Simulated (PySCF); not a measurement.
C2H5O, charge -1, multiplicity 1. Atoms are numbered in the order given.

```xyz
8

C     -0.2057    -1.1791     0.0000
C      0.4858     0.2123     0.0000
O     -0.3627     1.2477     0.0000
H      0.5269    -2.0128     0.0000
H     -0.8503    -1.2702    -0.8913
H     -0.8503    -1.2702     0.8913
H      1.1972     0.1865     0.8901
H      1.1972     0.1865    -0.8901
```
Charge -1, spin multiplicity 1.

Geometry optimised at ωB97X-D3(BJ)/def2-SVPD. The spin state was assumed, not searched. The isomer is the one that the SMILES or the coordinates give; other isomers of the formula were not compared.

Computed with PBE/def2-TZVPD run with PySCF.

Symmetry labels are those of the subgroup Cs that the program uses (full group Cs).

Computed valence orbital energies around the gap with their symmetry:
```csv
orbital,symmetry,energy (eV)
HOMO−7,A',-8.47
HOMO−6,A",-5.36
HOMO−5,A',-4.89
HOMO−4,A',-3.54
HOMO−3,A",-3.03
HOMO−2,A',-2.38
HOMO−1,A',1.48
HOMO,A",1.61
LUMO,A',3.80
LUMO+1,A',4.43
LUMO+2,A",5.08
LUMO+3,A',5.19
```
